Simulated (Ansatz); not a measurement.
Barrier height from F + H2 to the transition structure FH2, without zero-point energy, on the benchmark's geometries as Psi4's copy of the set gives them.
Transition structure (charge 0, multiplicity 2, Z-matrix in Å and degrees):
```
F
H 1 1.4662
H 2 0.7746 1 152.03
```
Reactant (charge 0, multiplicity 1):
```xyz
2

H      0.0000     0.0000     0.0000
H      0.7419     0.0000     0.0000
```

Quantity: the barrier height.

Open shells are unrestricted; no spin–orbit coupling.

Frozen-core correlation. CBS(a, b) extrapolates the correlation energy as X⁻³ and adds the Hartree–Fock energy of set b.

Codes used: Ansatz (a quantum-chemistry and plane-wave program) with Gaussian orbitals. Values without a source in brackets are computed.

Costs are ratios of core time to PBE/def2-TZVPPD (roughly 1.7 s), for whole runs (searches for the state included, and forces where a run took them) on one shared machine, so rough; each difference counts from 1.28 kcal/mol (CCSD(T)/CBS(aug-cc-pVTZ, aug-cc-pVQZ), a level with limits of its own).

```tsv
level	basis functions	cost	difference (kcal/mol)
SVWN5/def2-TZVPPD	74	×0.6	-25.03
B3LYP/def2-TZVPPD	74	×0.6	-6.94
CCSD(T)/cc-pVDZ	24	×0.6	4.48
revPBE/def2-TZVPPD	74	×1	-10.09
PBE/def2-TZVPPD	74	×1	-13.91
BHLYP/def2-TZVPPD	74	×1	0.29
r2SCAN/def2-TZVPPD	74	×1	-8.27
CCSD(T)/aug-cc-pVDZ	41	×1	0.56
BLYP/def2-TZVPPD	74	×1	-12.56
wB97X-V/def2-TZVPPD	74	×3	-3.84
CCSD(T)/aug-cc-pVTZ	92	×6	0.47
CCSD(T)/aug-cc-pVQZ	172	×20	0.23
```

What the step from CCSD(T)/aug-cc-pVTZ to CCSD(T)/aug-cc-pVQZ costs and buys: 92 to 172 functions, cost ×4 (rough); the difference goes from 0.47 to 0.23 kcal/mol.
